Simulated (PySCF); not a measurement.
Gas-phase reaction: 2 HBO₂ + 4 HO₂ = 2 B(OH)₃ + 3 O₂

Energies from PySCF (xtb for GFN2), thermal terms from the rigid-rotor harmonic-oscillator model, ideal gas at 1 bar. † marks an energy on the PBE0/def2-TZVP geometry and frequencies; other levels use their own. MP2 and CCSD(T) freeze the core. 6-31G* has spherical d functions here. Open shells (unrestricted): HO₂ (multiplicity 2), O₂ (multiplicity 3); the rest are closed-shell singlets. GFN2 has no spin-polarisation term. B3LYP is the form with VWN-RPA correlation. MP2 isn't extrapolated to the basis-set limit; its ΔH°(298 K) is -1112.1 kJ in def2-SVP and -1076.7 kJ in def2-TZVPP. CCSD(T) isn't extrapolated to the basis-set limit; its ΔH°(298 K) is -996.4 kJ in def2-SVP and -970.1 kJ in def2-TZVPP. The harmonic model lacks anharmonicity and excited electronic states, which grow with temperature; levels with a mode under 35 cm⁻¹ are left out. Internal rotation in B(OH)₃ is treated as a harmonic vibration of one conformer, which makes the entropy rough.

| level | ΔE electronic, kJ | ΔH°(298 K), kJ | ΔS°(298 K), J/K | ΔG°(800 K), kJ |
|---|---|---|---|---|
| B3LYP/def2-TZVP† | -938 | -916 | -245 | -723 |
| BLYP/def2-TZVP† | -882 | -859 | -245 | -667 |
| CCSD(T)/def2-TZVPP† | -993 | -970 | -245 | -778 |
| GFN2-xTB | -340 | -318 | -244 | -126 |
| HF/6-31G* | -1000 | -976 | -248 | -780 |
| HF/def2-TZVP† | -1003 | -981 | -245 | -788 |
| MP2/def2-SVP† | -1135 | -1112 | -245 | -920 |
| PBE/def2-TZVP† | -926 | -903 | -245 | -711 |
| PBE0/def2-QZVP† | -976 | -953 | -245 | -760 |
| ωB97X-V/def2-TZVP† | -986 | -963 | -245 | -771 |
ΔH° is lowest at MP2/def2-SVP† and highest at GFN2-xTB. No reference value is set beside these.
